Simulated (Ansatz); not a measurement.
O–PH–O, singlet: the ladder up to RCCSDT(Q)

Geometry: a PBE0/def2-TZVP stationary point for this spin, not checked as a minimum.

```yaml
atoms:
  - { symbol: P, position_ang: [0.0000, -0.2569, 0.0000] }
  - { symbol: O, position_ang: [0.0000, 0.3010, -1.3396] }
  - { symbol: O, position_ang: [0.0000, 0.3010, 1.3396] }
  - { symbol: H, position_ang: [0.0000, -1.6627, 0.0000] }
```

Basis cc-pVDZ; Ansatz 0.2.0. Correlated methods freeze the noble-gas cores, which leaves 18 electrons in 44 orbitals. Prefix R: restricted or restricted open-shell reference. Active spaces: valence = (14e, 11o, short of the full valence) chosen from the atoms' valence shells.

Full CI isn't at hand for all of this; RCCSDT(Q) serves as the reference, and is uncertain by about the last step of the cluster series.

```
UHF ⟨S²⟩                          : 0.000
T1 diagnostic (RCCSD)             : 0.0212
largest doubles amplitude (RCCSD) : 0.078
```

```json
{"level": "RMP2", "E − E(RHF) (eV)": "-13.4270"}
{"level": "RCCSD", "E − E(RHF) (eV)": "-13.5591"}
{"level": "RCCSD(T)", "E − E(RHF) (eV)": "-14.0190"}
```

(1) Estimate how far RCCSDT(Q) in cc-pVDZ lies from RCCSD(T). The table doesn't fix it; the size of (T) and the diagnostics are the guide.

(1) RCCSDT(Q) in cc-pVDZ lies 1.95 kcal/mol below RCCSD(T), which is 18 % of the (T) step (-10.60 kcal/mol). T1 is raised, but (T) still catches most of what CCSD lacks. The miss exceeds 1 kcal/mol.

The other levels:

| level | E − E(RCCSDT(Q)) (kcal/mol) | share of correlation (%) | wall time |
| --- | --- | --- | --- |
| CISD | 46.60 | 85.67 | 7 s |
| BCCD(T) | 1.75 | 99.46 | 2.7 s |
| RCCSDT | 1.54 | 99.53 | – |
| CASSCF (valence space) | 231.57 | 28.80 | – |
| NEVPT2 (valence space) | 33.53 | 89.69 | 19 s |
| MRCISD (valence space) | 21.73 | 93.32 | – |
| MRCISD+Q (valence space) | 3.22 | 99.01 | 42 s |

The correlation energy at RCCSDT(Q), counted from RHF, is -14.104 eV. That run took 83 s on 1 thread of AMD EPYC, shared host.

Times hold each run's SCF and search for its determinant on a shared host, so for small cases they say little of a method's own cost; they ran on 1 thread of AMD EPYC.

Natural occupations of CASSCF (valence space) about the gap: 1.979 1.976 1.974 1.971 1.957 0.064 0.043 0.028 0.025; effectively unpaired electrons, Σ n²(2−n)², 0.05.

Atomization energy (electronic, same basis, no zero-point term; atoms at the same level, unrestricted beside the R rows where the molecule is a closed shell, with restricted open-shell steps beyond CCSDT(Q)) at RCCSDT(Q): 1154.0 kJ/mol. Errors of other levels:

```
   level  error (kJ/mol)
     RHF          -524.4
    RMP2            68.9
    CISD          -174.3
   RCCSD           -44.1
RCCSD(T)            -6.3
 BCCD(T)            -5.1
  RCCSDT            -5.9
```

This basis is far from its limit, so the value isn't to be set against a measured one. Truncated CI isn't size-consistent, which counts against it in atomization.
